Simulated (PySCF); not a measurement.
Species: sulfur monoxide, SO (triplet state).
Z-matrix (Å and degrees, PBE0-D3(BJ)/def2-SVP geometry), rows numbered from 1:
```
O 
S   1  1.5019
```

The species is sulfur monoxide, `O=S` [triplet].

Theory: UKS B3LYP, IGLO-III on O S, non-relativistic, mean-field spin-orbit, GIAO (PySCF). Spin–spin part from the singly occupied natural orbitals, spin–orbit part to second order with van Wüllen's prefactor. Isolated species at its PBE0-D3(BJ)/def2-SVP geometry, gas phase.

**Question.** Give D and E of this S = 1 state, with their spin–spin and spin–orbit parts.

**Answer.** D = +9.424 cm⁻¹ and E = 0.000 cm⁻¹, with E given the sign of D (E/D = 0.00; 0 is axial, 1/3 the rhombic limit). Point group C∞v requires E = 0. Diagonalised alone, the spin–spin tensor gives D = +0.616, E = 0.000 and the spin–orbit tensor D = +8.808, E = 0.000 cm⁻¹; in size the spin–orbit D is 14 times the other. The largest Mulliken spin populations are on S2 (+1.33) and O1 (+0.67).

**Question.** What is D as a frequency, a field and a temperature?

**Answer.** D = +282.54 GHz = +10067 mT (with g_iso = 2.0052) = +13.560 K = +1168.5 μeV.

**Question.** What are the three sublevel energies at zero field and the gaps between them?

**Answer.** With H = D(Sz² − 2/3) + E(Sx² − Sy²): Tz at -6.283 cm⁻¹, Tx at +3.141 cm⁻¹, Ty at +3.141 cm⁻¹. The gaps are |D| − |E| = 282.54 GHz, |D| + |E| = 282.54 GHz and 2|E| = 0.00 GHz.

**Question.** How are these sublevels filled in thermal equilibrium at 4.2 K and zero field?

**Answer.** kT = 2.92 cm⁻¹, so the Boltzmann shares are Tz 92.7 %, Tx 3.7 %, Ty 3.7 %.

**Question.** Where do the strong lines fall at 93.921 GHz with the field along each axis of D (isotropic g = 2.0052, hyperfine left aside, microwave field at right angles)?

**Answer.** From exact diagonalisation up to 28500 mT, keeping lines above a fifth of the strength of a high-field Δm = ±1 line:

```json
{"field along": "x", "resonance fields (mT)": "6700"}
{"field along": "y", "resonance fields (mT)": "6700"}
{"field along": "z", "resonance fields (mT)": "6721, 13414"}
```

Without D the line would be at 3347 mT. The microwave quantum is 3.133 cm⁻¹, against |D| + |E| = 9.424 cm⁻¹.

Natural occupations around the open shell: 1.998, 1.000, 1.000, 0.002. ⟨S²⟩ = 2.0089 against the exact 2.0000, so spin contamination is small.

Principal g values: 2.0021, 2.0067, 2.0067.
